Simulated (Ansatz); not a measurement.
Z-matrix (Å, degrees):
```
Si
C 1 1.859
H 1 1.488 2 110.8
H 1 1.487 2 109.0 3 -120.3
H 1 1.488 2 110.8 3 119.3
C 2 1.330 1 123.1 3 120.2
H 2 1.089 1 118.8 3 -59.8
H 6 1.087 2 122.2 1 -180.0
H 6 1.087 2 121.7 1 0.0
```

Charge 0, multiplicity 1.

(1) List the PBE/def2-TZVPP orbital energies in eV (the Gaussian-basis code of Ansatz). (Best estimate.)

## Answers

(1) Ansatz gave: Occupied: -1779.39, -269.23, -269.00, -137.16, -93.89, -93.88, -93.88, -19.02, -14.52, -12.84, -11.22, -9.89, -8.52, -8.24, -7.67, -6.90. Lowest empty: -1.51, 0.08, 0.56, 0.95, 1.16, 1.32, 1.87, 3.24.
